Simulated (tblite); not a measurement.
Species: allyl methyl ether, C4H8O.
SMILES with atom numbers: `[CH2:1]=[CH:2][CH2:3][O:4][CH3:5]` (hydrogens: H6, H7 on C1; H8 on C2; H9, H10 on C3; H11, H12, H13 on C5)

Computed with GFN2-xTB (tblite), gas phase: Langevin dynamics at 200 K from the optimised GFN2-xTB geometry, time step 0.5 fs, friction 0.01 fs⁻¹, 2000 steps.

Start geometry:
```
atom  x, y, z in Å
C1      1.382    0.473    1.405
C2      0.923   -0.456    0.589
C3      0.553   -0.217   -0.847
O4     -0.727   -0.715   -1.177
C5     -1.774    0.002   -0.572
H6      1.528    1.491    1.080
H7      1.647    0.257    2.426
H8      0.776   -1.474    0.926
H9      0.619    0.856   -1.083
H10     1.243   -0.766   -1.498
H11    -1.706   -0.029    0.521
H12    -1.770    1.051   -0.894
H13    -2.699   -0.473   -0.893
```

The statistics below take the 31 frames saved every 25 fs from 250 to 1000 fs; their kinetic temperature (all 3N coordinates) averages 204 K.

Q: Give the mean, spread and extremes of the bond lengths.

A: 
| bond | start (Å) | mean (Å) | standard deviation (Å) | shortest (Å) | longest (Å) |
| --- | --- | --- | --- | --- | --- |
| C1=C2 | 1.319 | 1.321 | 0.014 | 1.293 | 1.355 |
| C2–C3 | 1.502 | 1.507 | 0.029 | 1.433 | 1.571 |
| C3–O4 | 1.413 | 1.416 | 0.023 | 1.352 | 1.458 |
| O4–C5 | 1.405 | 1.412 | 0.024 | 1.360 | 1.461 |
| C1–H6 | 1.078 | 1.080 | 0.016 | 1.050 | 1.109 |
| C1–H7 | 1.077 | 1.081 | 0.029 | 1.024 | 1.142 |
| C2–H8 | 1.082 | 1.084 | 0.017 | 1.046 | 1.115 |
| C3–H9 | 1.101 | 1.105 | 0.021 | 1.058 | 1.148 |
| C3–H10 | 1.095 | 1.107 | 0.033 | 1.050 | 1.192 |
| C5–H11 | 1.096 | 1.100 | 0.026 | 1.061 | 1.157 |
| C5–H12 | 1.098 | 1.102 | 0.022 | 1.072 | 1.161 |
| C5–H13 | 1.088 | 1.095 | 0.027 | 1.046 | 1.149 |

Q: Give the same statistics for bond angles, one of each kind.

A: 
```csv
angle,start (°),mean (°),standard deviation (°),smallest (°),largest (°)
C2–C1–H6,121.7,122.3,3.8,115.8,129.3
C2–C1–H7,122.1,121.5,3.6,112.0,129.3
H6–C1–H7,116.2,115.7,3.2,108.5,120.1
C1–C2–C3,124.4,124.3,2.9,114.8,130.3
C1–C2–H8,121.1,122.6,3.2,117.5,130.8
C3–C2–H8,114.4,112.7,3.4,104.6,120.4
C2–C3–O4,113.0,113.4,2.8,107.1,118.4
C2–C3–H9,110.2,110.8,3.4,103.9,118.0
O4–C3–H9,110.3,110.2,2.0,105.1,113.4
O4–C3–H10,104.8,105.1,3.5,99.1,111.5
H9–C3–H10,108.9,107.8,5.0,96.9,115.8
C3–O4–C5,113.3,114.7,3.1,109.2,121.0
O4–C5–H11,111.7,108.6,3.7,101.8,115.8
O4–C5–H13,106.5,108.6,4.8,98.6,117.0
```

Q: How far does each atom move about its mean position (frames aligned on the start, all atoms weighted alike), and what rms force does it feel?

A: 
| atom | rms displacement (Å) | rms force (eV/Å) |
| --- | --- | --- |
| C1 | 0.14 | 1.49 |
| C2 | 0.12 | 1.50 |
| C3 | 0.11 | 1.74 |
| O4 | 0.15 | 1.17 |
| C5 | 0.11 | 1.69 |
| H6 | 0.30 | 0.65 |
| H7 | 0.23 | 1.01 |
| H8 | 0.28 | 0.64 |
| H9 | 0.19 | 0.69 |
| H10 | 0.20 | 1.03 |
| H11 | 0.84 | 0.81 |
| H12 | 0.96 | 0.76 |
| H13 | 0.85 | 0.92 |

The displacements run from 0.11 to 0.96 Å, the largest at H12.

Q: Follow the torsions C1–C2–C3–O4 and C2–C3–O4–C5 through every second one of these frames.

A: 
```csv
t (fs),C1–C2–C3–O4 (°),C2–C3–O4–C5 (°)
250,-134,65
300,-143,84
350,-147,90
400,-147,91
450,-146,89
500,-154,76
550,-146,66
600,-129,80
650,-124,77
700,-122,85
750,-137,81
800,-152,61
850,-150,49
900,-156,78
950,-125,73
1000,-121,74
```

Largest departure from the start value over all these frames: C1–C2–C3–O4 30° (start -130°), C2–C3–O4–C5 24° (start 69°).

Q: How widely does the potential energy scatter, against a harmonic estimate?

A: Mean 0.32 eV above the start, standard deviation 0.073 eV, range 0.13 to 0.44 eV. For 33 classical harmonic modes at 200 K the canonical values are 33kT/2 = 0.28 eV and kT·√(33/2) = 0.070 eV.

The run is classical and short, so these are rough statistics of one trajectory.

The cost below is that of the whole dynamics run. Time: 3.4 s of wall time; peak memory 0.18 GiB. Hardware: one thread of an AMD EPYC 9R45, no GPU (shared host).
